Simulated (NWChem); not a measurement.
Species: disilane (Si2H6); SMILES [SiH3][SiH3]

Results from NWChem. All runs use the structure optimised with PBE-D3(BJ)/def2-SVP. Total energies compare along this basis series because the functional is fixed.

```
level             basis functions  energy (Ha)  highest occupied level (eV)  orbital gap (eV)
----------------  ---------------  -----------  ---------------------------  ----------------
PBE0/3-21G                     38    -579.2216                          [?]               [?]
PBE0/pcseg-1                   66    -582.2947                        -8.42              8.84
PBE0/aug-pcseg-1              108    -582.2957                        -8.43              8.28
PBE0/pcseg-2                  152    -582.3481                        -8.41              8.63
PBE0/def2-TZVPP               168    -582.3386                        -8.38              8.62
```

Problem. Fill in the missing entries.

Solution. 
- PBE0/3-21G, highest occupied level (eV): -8.58
- PBE0/3-21G, orbital gap (eV): 9.40
